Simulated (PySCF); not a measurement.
Below is a simulated gas-phase C 1s photoelectron spectrum of `CCCCCl`.

Every computed line was given a Gaussian of 0.4 eV full width at half maximum and an area set by the number of equivalent atoms; the highest printed point is 100. Method: delta-SCF UKS SCAN, pcX-2 on the ionised atom, pcseg-1 elsewhere, spin-free X2C in PySCF.

```json
{"binding energy (eV)": "290.2", "intensity": "0"}
{"binding energy (eV)": "290.3", "intensity": "2"}
{"binding energy (eV)": "290.4", "intensity": "9"}
{"binding energy (eV)": "290.5", "intensity": "26"}
{"binding energy (eV)": "290.6", "intensity": "55"}
{"binding energy (eV)": "290.7", "intensity": "87"}
{"binding energy (eV)": "290.8", "intensity": "100"}
{"binding energy (eV)": "290.9", "intensity": "85"}
{"binding energy (eV)": "291.0", "intensity": "53"}
{"binding energy (eV)": "291.1", "intensity": "24"}
{"binding energy (eV)": "291.2", "intensity": "8"}
{"binding energy (eV)": "291.3", "intensity": "2"}
{"binding energy (eV)": "291.4", "intensity": "0"}
{"binding energy (eV)": "291.5", "intensity": "0"}
{"binding energy (eV)": "291.6", "intensity": "0"}
{"binding energy (eV)": "291.7", "intensity": "1"}
{"binding energy (eV)": "291.8", "intensity": "3"}
{"binding energy (eV)": "291.9", "intensity": "10"}
{"binding energy (eV)": "292.0", "intensity": "21"}
{"binding energy (eV)": "292.1", "intensity": "32"}
{"binding energy (eV)": "292.2", "intensity": "35"}
{"binding energy (eV)": "292.3", "intensity": "27"}
{"binding energy (eV)": "292.4", "intensity": "14"}
{"binding energy (eV)": "292.5", "intensity": "6"}
{"binding energy (eV)": "292.6", "intensity": "1"}
{"binding energy (eV)": "292.7", "intensity": "0"}
```

Task: Count the maxima, the lines and the sites behind this envelope.

Result: The curve has 2 maxima (at 290.8 and 292.2 eV). Under it lie 4 lines from 4 inequivalent carbon sites. At this width some lines have no maximum of their own.

Task: Decompose the envelope and assign each component. Numbering: `[CH3:1][CH2:2][CH2:3][CH2:4][Cl:5]`.

Result: 
| position (eV) | relative area | line | atoms | environment |
| --- | --- | --- | --- | --- |
| 290.71 | 1 | C 1s | C1 | methyl carbon |
| 290.82 | 1 | C 1s | C2 | chain CH2 carbon |
| 290.86 | 1 | C 1s | C3 | chain CH2 carbon |
| 292.17 | 1 | C 1s | C4 | sp3 C–Cl carbon |

Task: What are the centre and the root-mean-square width of the whole band?

Result: The area-weighted mean of the lines is 291.14 eV. Their own spread about it is 0.60 eV (rms) and each Gaussian has σ = 0.4/2.355 = 0.17 eV; the variances add, which gives 0.62 eV.

Lowest listed C 1s: C1, bonded to C and 3 H. Highest, 1.46 eV above it: C4, bonded to Cl, C and 2 H. The values 290.82 and 290.86 eV lie too close for their order to be trusted.

Shake-up satellites, vibrational structure and lifetime widths aren't simulated. The structure is a single GFN2-xTB conformer in the gas phase; no vibrational or solvent corrections.

Conformer computed: `[CH3:1][CH2:2][CH2:3][CH2:4][Cl:5]`: C1–C2–C3–C4 180°, C2–C3–C4–Cl5 180°.
